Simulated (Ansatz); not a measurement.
Basis-set extrapolation for `ClC1CCO1` (PBE0-D4/def2-TZVP geometry, frozen core, Ansatz 0.2.0). Multiplicity 1, RHF reference.

```csv
,def2-TZVPP,def2-QZVPP
HF,-650.923961,-650.945390
MP2 correlation,-0.924513,-0.994658
CCSD(T) correlation,-1.005672,not run
```

Energies in hartree. Use E(X) = E(∞) + A·exp(−7.88·√X) for Hartree–Fock and E(X) = E(∞) + B·X^(−2.97) for correlation, with X = 3 and 4, and add CCSD(T) minus MP2 of the smaller set to the MP2 limit.

Question: What is the CCSD(T) energy at the basis-set limit?

Answer: HF limit: -650.945390 + (-0.021429) × 0.13774 = -650.94834. MP2 limit: -0.994658 + (-0.070145) × 0.74074 = -1.04662. Higher-order term: -1.005672 − (-0.924513) = -0.08116. Total: -652.07612 hartree, 384.6 kJ/mol below CCSD(T)/def2-TZVPP.
